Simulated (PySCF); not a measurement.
NaCl, SMILES [Na][Cl].

Geometry optimised at PBE-D3(BJ)/def2-TZVPD.

Level of theory: PySCF with TDDFT-ωB97X/def2-TZVPD.

Vertical excitations; the highest root listed may be one member of a degenerate set.  State labels are in the subgroup C2v.

```
state  symmetry  energy (eV)  λ (nm)      f                                                                  main pairs
-----  --------  -----------  ------  -----  --------------------------------------------------------------------------
S1           B1         4.98     249  0.035                                 HOMO−1→LUMO, HOMO−1→LUMO+3 (degenerate set)
S2           B2         4.98     249  0.035                                     HOMO→LUMO, HOMO→LUMO+3 (degenerate set)
S3           A1         5.50     225  0.097                                        HOMO−2→LUMO 77 %, HOMO−2→LUMO+3 15 %
S4           A2         6.50     191  0.000     HOMO→LUMO+1, HOMO−1→LUMO+2, HOMO→LUMO+4, HOMO−1→LUMO+5 (degenerate set)
S5           A1         6.50     191  0.000     HOMO−1→LUMO+1, HOMO→LUMO+2, HOMO−1→LUMO+4, HOMO→LUMO+5 (degenerate set)
S6           A2         6.55     189  0.000  HOMO−1→LUMO+2 31 %, HOMO→LUMO+1 31 %, HOMO−1→LUMO+5 15 %, HOMO→LUMO+4 15 %
S7           A1         6.69     185  0.050  HOMO→LUMO+2 35 %, HOMO−1→LUMO+1 35 %, HOMO→LUMO+5 14 %, HOMO−1→LUMO+4 14 %
S8           B1         6.83     182  0.060                  HOMO−1→LUMO+6, HOMO−1→LUMO+3, HOMO−1→LUMO (degenerate set)
S9           B2         6.83     182  0.060                        HOMO→LUMO+6, HOMO→LUMO+3, HOMO→LUMO (degenerate set)
S10          B1         6.91     180  0.041                                      HOMO−2→LUMO+1 59 %, HOMO−2→LUMO+4 32 %
T1           B2         4.96     250      0                                     HOMO→LUMO, HOMO→LUMO+3 (degenerate set)
T2           B1         4.96     250      0                                 HOMO−1→LUMO, HOMO−1→LUMO+3 (degenerate set)
T3           A1         5.15     241      0                                        HOMO−2→LUMO 78 %, HOMO−2→LUMO+3 14 %
T4           A1         6.36     195      0  HOMO→LUMO+2 33 %, HOMO−1→LUMO+1 33 %, HOMO→LUMO+5 13 %, HOMO−1→LUMO+4 13 %
```
Triplets are in the Tamm–Dancoff approximation, which puts them higher than full response would, so one can lie above its singlet here.
